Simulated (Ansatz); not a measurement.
# [H···H···O], triplet: the ladder up to full CI

Geometry: a point of a hydrogen-transfer path between rigid fragments, not a stationary point.

| atom | x (Å) | y (Å) | z (Å) |
| --- | --- | --- | --- |
| H | 0.0000 | 0.0000 | -1.1203 |
| H | 0.0000 | 0.0000 | -0.0083 |
| O | 0.0000 | 0.0000 | 1.1287 |

Basis cc-pVDZ; Ansatz 0.2.0. Correlated methods freeze the noble-gas cores, which leaves 8 electrons in 23 orbitals. Prefix R: restricted or restricted open-shell reference; prefix U: unrestricted. Active spaces: pair = (4e, 4o) about the gap; valence = (8e, 6o) chosen from the atoms' valence shells.

Full CI is exact within this basis and frozen core; it isn't the basis-set limit. The frozen core follows each run's orbitals, which can shift R against U totals by a few meV.

For open shells CISD is restricted-active-space CI with the open shells as a complete middle space.

The UHF ⟨S²⟩ is 2.053, the T1 diagnostic (RCCSD) is 0.0348 and the largest doubles amplitude (RCCSD) is 0.067. The T1 diagnostic (UCCSD) is 0.0172.

```
                   level  E − E(full CI) (kJ/mol)  share of correlation (%)    wall time
                     RHF                    503.4                      0.00            –
                     UHF                    465.6                      7.50            –
                    RMP2                     58.6                     88.37            –
                    UMP2                     62.2                     87.65            –
                    CISD                     26.2                     94.80        2.2 s
                   RCCSD                      9.1                     98.19            –
                   UCCSD                      8.1                     98.40            –
                RCCSD(T)                      1.9                     99.62       0.82 s
                UCCSD(T)                      1.6                     99.67       0.83 s
                 BCCD(T)                      1.8                     99.64        1.3 s
                  RCCSDT                      0.9                     99.82            –
                  UCCSDT                      0.8                     99.85            –
               RCCSDT(Q)                      0.0                     99.99          6 s
               UCCSDT(Q)                      0.0                    100.01        4.7 s
                 RCCSDTQ                      0.0                    100.00  32 s (H100)
                 UCCSDTQ                     -0.1                    100.02  35 s (H100)
     CASSCF (pair space)                    407.8                     19.00            –
     NEVPT2 (pair space)                     43.9                     91.29        3.6 s
     MRCISD (pair space)                     17.7                     96.48            –
   MRCISD+Q (pair space)                      2.1                     99.59        1.2 s
  CASSCF (valence space)                    401.1                     20.33            –
  NEVPT2 (valence space)                     65.7                     86.94       0.51 s
  MRCISD (valence space)                     16.4                     96.74            –
MRCISD+Q (valence space)                      1.4                     99.71       0.98 s
```

The correlation energy at full CI, counted from RHF, is -5.217 eV. That run took 31 s on 2 threads of AMD EPYC 7R13 with a shared H100 80 GB, shared host over 19,602,700 determinants.

Times hold each run's SCF and search for its determinant on a shared host, so for small cases they say little of a method's own cost; rows without a card ran on 1 thread of AMD EPYC 7R13.

The full-CI state has the irrep B2 of C2v, in the program's axes (one component, if the state is degenerate).

Natural occupations of full CI about the gap: 1.980 1.973 1.945 1.001 0.994 0.042 0.018 0.010 0.008 0.005; effectively unpaired electrons, Σ n²(2−n)², 2.02.
